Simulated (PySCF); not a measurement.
Simulated characterisation data

No solvent, one averaged value for each set of equivalent atoms, non-relativistic Hamiltonian, a single conformation. GIAO PBE0/pcSseg-1 shieldings; PBE0-D3(BJ)/def2-SVP structure; spin–spin couplings from B3LYP/pcJ-1; PySCF 2.14.

Referencing at the same level of theory: 1H, 13C against TMS. Multiplet labels drop J under 1 Hz and among equivalent protons, and merge close values. Unscaled 3J(H,H) run several per cent high. One-bond C–F couplings are unscaled and too large by tens of Hz. Shifts are as computed. Against solution values, carbons near 30 ppm lie about +2 ppm off and those near 130 ppm about +4 ppm. Of 246 compounds with measured shifts, 49 miss one by over three times the rms of a fit or turn the order of signals round; such compounds aren't used in these exercises.

**1.** `C#CF`, C2HF. 1H NMR (500 MHz, computed): δ 1.21 (d, J = 17.1 Hz, 1H). 13C{1H} NMR (computed): δ 94.4 (d, J = 386.4 Hz), 15.0 (d, J = 36.7 Hz).

**2.** Furan (SMILES c1ccoc1). 1H NMR (500 MHz, computed): δ 7.42 (m, 2H), 6.55 (m, 2H). 13C{1H} NMR (computed): δ 146.1 (CH), 115.4 (CH).
